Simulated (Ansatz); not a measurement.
What does this script print? It uses Ansatz's Python interface.

The script, `run_relaxed_scan.py`:
```python
"""Relaxed scan of one distance in ClHSi."""

import ansatz as az
import numpy as np

GEOMETRY = """
Si   -0.44760    0.43080   -0.20660
Cl    1.30000    0.43450    0.76140
H    -0.86340   -0.93010   -0.56810
"""


def main() -> None:
    geometry = az.Crystal.molecule()
    for line in GEOMETRY.strip().splitlines():
        symbol, *xyz = line.split()
        geometry = geometry.atom(symbol, [float(v) for v in xyz])

    job = (
        geometry.calculation()
        .basis(gaussian="def2-SVP")  # the orbital basis, by name
        .functional("b3lyp")
    )
    symbols = [site.symbol for site in geometry.cartesian_sites]
    pairs = [(0, 1), (0, 2)]
    print("held (A)   E (eV)        ", "  ".join(f"{symbols[i]}{i}-{symbols[j]}{j}" for i, j in pairs))
    for length in [1.84, 2.0, 2.16, 2.4, 2.7]:
        report = job.relax(constraints=[az.DistanceConstraint((0, 1), at=length)], force_tolerance=0.02, max_steps=60).run().report
        xyz = np.array(report["positions_ang"])
        print(f"{length:6.2f} {report['free_energy_ev']:14.5f}  ", "  ".join(f"{np.linalg.norm(xyz[i] - xyz[j]):.3f}" for i, j in pairs))


if __name__ == "__main__":
    main()
```

```console
$ python run_relaxed_scan.py
held (A)   E (eV)         Si0-Cl1  Si0-H2
DeckWarning: relax.constraints: the input's atoms, or those drawn, lie off the distances that are held; a relaxation that starts there is brought onto them ahead of its first SCF, by positions alone, [...]
  1.84   -20409.77952   1.840  1.547
  2.00   -20410.50687   2.000  1.539
  2.16   -20410.58614   2.160  1.537
  2.40   -20410.16624   2.400  1.533
  2.70   -20409.36846   2.700  1.531
```
(Warnings from the package without file and line, shortened, repeats left out.)

Reading the output:
- Total energies depend on the basis set; only differences at equal settings carry meaning.
- The energies are electronic: no zero-point or thermal terms, and the basis set is short of its limit.
- b3lyp holds the VWN-RPA fit, as in Gaussian; the form of ORCA and Turbomole is b3lyp5.
- It ran for 15 s on 1 thread of Arm Neoverse V2, on a shared host, peak memory 0.17 GiB.
